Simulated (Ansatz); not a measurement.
fcc Rh, treated with LDA (Ansatz, an electronic-structure program, PAW).

Settings: plane-wave cutoff 500 eV, 32×32×32 k mesh, Fermi–Dirac smearing 0.1 eV, no spin polarisation, scalar-relativistic PAW data made under PBE.

Computed at the level's own relaxed cell.

**Question.** Predict the equilibrium volume per atom and equilibrium lattice constant a.

**Answer.** 
equilibrium volume per atom: 13.24 Å³/atom
equilibrium lattice constant a: 3.755 Å

Measured, for comparison: equilibrium volume per atom 13.65 Å³/atom, lattice constant a 3.794 Å (static lattice: zero-point anharmonic expansion removed; as tabulated in Mejia-Rodriguez and Trickey (2018), arXiv:1807.09216). Computed (rounded) less measured: equilibrium volume per atom -3.0 %, lattice constant a -1.0 %.

The result took about 60 core-seconds (a rough figure).
